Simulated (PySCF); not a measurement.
## Nuclear quadrupole coupling in [BFH3]-

Compound: [BFH3]- (charge -1).
Z-matrix (Å and degrees, PBE0-D3(BJ)/def2-SVP geometry), rows numbered from 1:
```
B 
F   1  1.4378
H   1  1.2646  2  111.08
H   1  1.2646  2  111.07  3  -120.00
H   1  1.2646  2  111.08  3   120.00
```

Field gradients from the PBE0/pcSseg-1 density (PySCF, non-relativistic), principal values in atomic units, ordered |Vxx| ≤ |Vyy| ≤ |Vzz|:

```
atom      Vxx      Vyy     Vzz
  B1  -0.0690  -0.0691  0.1381
```

Problem. Find the asymmetry η = (Vxx − Vyy)/Vzz and the couplings χ = eQV/h (234.96 MHz × Q in barn × V in au), with Q(11B) = 0.04059 b.

Solution. 
```
atom                environment  nucleus     η  χzz (MHz)  χxx (MHz)  χyy (MHz)
  B1  boron bonded to F and 3 H      11B  0.00      1.317     -0.658     -0.659
```

The gradient is axial or nearly so (η below 0.05) at B1. The tensor is traceless: Vxx + Vyy + Vzz = 0.

Problem. What is Vzz at B1 in SI units (1 au = 9.71736 × 10²¹ V/m²)?

Solution. 0.1381 au = 1.342 × 10²¹ V/m².

Geometry: PBE0-D3(BJ)/def2-SVP; no solvent, vibrations or thermal averaging. The pcSseg-1 basis has no diffuse functions, a weakness for an anion. With so small a basis the couplings can be 20 % off.
